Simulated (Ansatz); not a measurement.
This Ansatz (a quantum-chemistry and plane-wave program) input (B2PLYP/STO-3G) gives -92.03515 Eh with 11 basis functions.

Ansatz 0.2 input:
```yaml
crystal:
  periodic: [false, false, false]
  atoms:
    - {symbol: C, position_ang: [-0.00000000, -0.00000000, -0.73641303]}
    - {symbol: N, position_ang: [0.00000000, 0.00000000, 0.42763309]}
    - {symbol: H, position_ang: [0.00000000, 0.00000000, 1.42504654]}
basis:
  gaussian:
    orbitals: STO-3G
hamiltonian:
  xc: {name: B2PLYP}
magnetization: {spin_polarized: false}
correlation: {electrons: outside_noble_gas}
```

Change:
```diff
- orbitals: STO-3G
+ orbitals: cc-pV5Z
```

Question: What does the run give now?

Answer: -93.38304 Eh (B2PLYP/cc-pV5Z, 237 functions), a change of -1347.89 mEh.
